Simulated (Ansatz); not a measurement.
HAsSi, singlet: the ladder up to RCCSDT(Q)

Geometry: that of the HAsSi, triplet, kept fixed.

```xyz
3

Si    0.0000    0.0280    1.7362
As    0.0000   -0.0305   -0.6393
H     0.0000    1.4877   -0.8606
```

Basis cc-pVDZ; Ansatz 0.2.0. Correlated methods freeze the noble-gas cores and the filled d shells of p-block atoms, which leaves 10 electrons in 31 orbitals. Prefix R: restricted or restricted open-shell reference; prefix U: unrestricted. Active spaces: valence = (10e, 9o) chosen from the atoms' valence shells. No spin–orbit coupling is included, and no scalar relativity.

Full CI isn't at hand for all of this; RCCSDT(Q) serves as the reference, and is uncertain by the last step of the cluster series or more. The frozen core follows each run's orbitals, which can shift R against U totals by a few meV for light atoms and by up to 0.1 eV past Ca.

```
UHF ⟨S²⟩                          : 0.782
T1 diagnostic (RCCSD)             : 0.0302
largest doubles amplitude (RCCSD) : 0.193
```

| level | E − E(RCCSDT(Q)) (kcal/mol) | share of correlation (%) | wall time |
| --- | --- | --- | --- |
| RHF | 146.09 | 0.00 | – |
| RMP2 | 29.23 | 79.99 | – |
| CISD | 22.64 | 84.50 | 1.7 s |
| RCCSD | 9.02 | 93.82 | – |
| RCCSD(T) | 1.68 | 98.85 | 1.7 s |
| BCCD(T) | 1.71 | 98.83 | 2.1 s |
| RCCSDT | 0.79 | 99.46 | – |
| CASSCF (valence space) | 88.29 | 39.56 | – |
| NEVPT2 (valence space) | 21.02 | 85.61 | 8.5 s |
| MRCISD (valence space) | 7.15 | 95.10 | – |
| MRCISD+Q (valence space) | 0.44 | 99.70 | 12 s |

The correlation energy at RCCSDT(Q), counted from RHF, is -6.335 eV. That run took 6.5 s on 1 thread of Intel Xeon Platinum 8259CL, shared host.

Run but not shown, since their state, orbitals or frozen core can't be matched to the reference's or they repeat it: UHF, UMP2, UCCSD, UCCSD(T), UCCSDT, UCCSDT(Q).

Times hold each run's SCF and search for its determinant on a shared host, so for small cases they say little of a method's own cost; they ran on 1 thread of Intel Xeon Platinum 8259CL.

Natural occupations of CASSCF (valence space) about the gap: 1.992 1.964 1.963 1.926 1.867 0.140 0.073 0.044 0.032; effectively unpaired electrons, Σ n²(2−n)², 0.19.
